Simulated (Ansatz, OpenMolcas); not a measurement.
## The same job for Ansatz

This OpenMolcas 26.06 job computes triplet HBS:

struct.xyz:
```
3

B     -0.038660    -0.014560     0.134750
S      0.399170     0.147640    -1.393290
H     -0.360510    -0.133080     1.258530
```

job.inp:
```
* BHS Kohn-Sham DFT
>>> EXPORT MOLCAS_PRINT=2

&GATEWAY
 BasLib = $CurrDir
 Coord = struct.xyz
 Basis = STO-3G
 Group = NoSym

&SEWARD
 GridInput
 Grid=UltraFine
 End of Grid

&SCF
 UHF
 Spin = 3
 KSDFT = B3LYP
 Thresholds = 1e-10 1e-07 1e-07 1e-05
 PrOrbitals = 1 1
```

```bash
$ export MOLCAS_MEM=1860
$ pymolcas job.inp > job.log
```

(Basis files named in the input come from the Basis Set Exchange and aren't shown.)

The coordinates come from a PBE0-D4/def2-TZVP relaxation. That shape belongs to the parent species and isn't relaxed for this state.

The top electron of this state is barely bound (Rydberg-like), so the basis sets its energy.

It gives a total energy of -418.732197 Eh.

Question: Translate the job to Ansatz 0.2.0 as an input file of the program's own.

Answer: This input was run:

job.yaml:
```yaml
crystal:
  periodic: [false, false, false]
  atoms:
    - symbol: B
      position_ang: [-0.038660, -0.014560, 0.134750]
    - symbol: S
      position_ang: [0.399170, 0.147640, -1.393290]
    - symbol: H
      position_ang: [-0.360510, -0.133080, 1.258530]
basis:
  gaussian:
    orbitals: STO-3G
accuracy: high
magnetization:
  spin_polarized: true
  initial_magnetization: 2
hamiltonian:
  xc: {name: B3LYP}
```

```bash
$ ansatz run job.yaml --threads 1 --pin off --max-ram 3480MiB --events-out events.jsonl --progress --plain --runs-dir runs
```

Its energy is -418.732198 Eh, 0.001 mEh from the first.
